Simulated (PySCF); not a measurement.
Potential energy curve for SMILES C. The C1–H5 bond (C1 also carries H, H, H; H5 carries nothing else) is varied alone, starting from the PBE0/def2-TZVP optimised geometry.

Levels: RCCSD(T) = CCSD(T) on RHF/cc-pVDZ, 1 core orbital frozen (PySCF 2.14.0); RHF/3-21G = restricted Hartree-Fock/3-21G (PySCF); RHF/LANL2DZ = restricted Hartree-Fock/LANL2DZ in PySCF 2.14.0.

Energies are in kJ/mol, each relative to the lowest point of its own curve near equilibrium.

```csv
R / Å,RCCSD(T),RHF/3-21G,RHF/LANL2DZ
0.88,129.9,111.0,112.3
0.92,80.3,65.4,66.4
0.98,32.1,22.9,23.4
1.01,___,10.7,11.0
1.07,1.9,0.2,0.3
1.09,0.3,0.0,0.0
1.11,0.0,1.2,1.1
1.16,___,9.0,9.0
1.21,15.1,22.5,22.6
1.27,___,43.9,44.5
1.34,___,73.8,75.0
1.49,___,147.5,149.9
1.64,___,226.0,228.5
1.80,259.1,309.2,309.9
1.97,318.7,393.3,390.6
2.16,370.6,479.8,472.3
2.39,413.1,572.8,559.1
2.67,439.3,669.6,648.2
2.96,445.7,753.3,724.2
3.30,439.2,832.6,796.3
3.80,423.7,916.3,876.0
```

Complete the blanks.


- 1.01, RCCSD(T): 17.3
- 1.16, RCCSD(T): 4.6
- 1.27, RCCSD(T): 33.4
- 1.34, RCCSD(T): 59.8
- 1.49, RCCSD(T): 125.6
- 1.64, RCCSD(T): 193.0

The T1 diagnostic of CCSD on the restricted reference of RCCSD(T) exceeds 0.045 at 2.67 to 3.80 Å. The restricted form behind RHF/3-21G, RHF/LANL2DZ keeps the bonding electrons paired and can't separate into open-shell fragments.
